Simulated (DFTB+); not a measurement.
DFTB+ input (SCC-DFTB): The folder sk holds the Slater-Koster set scc that CP2K ships.

```
Geometry = xyzFormat {
4

C     -0.00765201     0.00466428    -0.11016720
O      0.06716463    -0.04072056     1.10546523
O      0.01590056    -0.01200809    -1.23171942
H     -0.61860949     0.39384354     1.67103665
}
Driver = GeometryOptimization {
  Optimizer = Rational {}
  MaxSteps = 500
  OutputPrefix = "geo_end"
  Convergence { GradElem = 1e-5 }
}
Hamiltonian = DFTB {
  SCC = Yes
  SCCTolerance = 1e-8
  MaxSCCIterations = 300
  Charge = 1
  SlaterKosterFiles = Type2FileNames {
    Prefix = "sk/"
    Separator = ""
    Suffix = ".spl"
    LowerCaseTypeName = Yes
  }
  MaxAngularMomentum {
    C = "p"
    H = "s"
    O = "p"
  }
  Filling = Fermi { Temperature [K] = 0 }
}
ParserOptions { ParserVersion = 14 }
```

From the last part of the output:

```
    1   2   1       2.27153999
    2   1   0       1.65666434
    2   2   1       4.51848670
    3   1   0       1.70439285
    3   2   1       4.30862019
    4   1   0       0.56254398

Orbital populations (up)
 Atom Sh.   l   m       Population  Label
    1   1   0   0       0.97775195  s
    1   2   1  -1       0.77386296  p_y
    1   2   1   0       0.73305719  p_z
    1   2   1   1       0.76461983  p_x
    2   1   0   0       1.65666434  s
    2   2   1  -1       1.69857947  p_y
    2   2   1   0       1.19869858  p_z
    2   2   1   1       1.62120866  p_x
    3   1   0   0       1.70439285  s
    3   2   1  -1       1.45174366  p_y
    3   2   1   0       1.43169772  p_z
    3   2   1   1       1.42517881  p_x
    4   1   0   0       0.56254398  s

Fermi level:                        -0.4898124479 H          -13.3285 eV
Band energy:                       -14.2113328909 H         -386.7100 eV
TS:                                  0.0000000000 H            0.0000 eV
Band free energy (E-TS):           -14.2113328909 H         -386.7100 eV
Extrapolated E(0K):                -14.2113328909 H         -386.7100 eV
Input / Output electrons (q):     16.0000000000     16.0000000000

Energy H0:                          -8.9992021636 H         -244.8808 eV
Energy SCC:                          0.1742742147 H            4.7422 eV
Total Electronic energy:            -8.8249279488 H         -240.1385 eV
Repulsive energy:                    0.4189249340 H           11.3995 eV
Total energy:                       -8.4060030148 H         -228.7390 eV
Extrapolated to 0:                  -8.4060030148 H         -228.7390 eV
Total Mermin free energy:           -8.4060030148 H         -228.7390 eV
Force related energy:               -8.4060030148 H         -228.7390 eV

Non-constrained calculation

SCC converged

Full geometry written in geo_end.{xyz|gen}

Warning: dipole moment is not defined absolutely!
Dipole moment:   -0.54837296    0.34821139    0.89353634 au
Dipole moment:   -1.39382515    0.88506515    2.27114302 Debye

Geometry converged
```

The dipole moment of an ion depends on the origin.
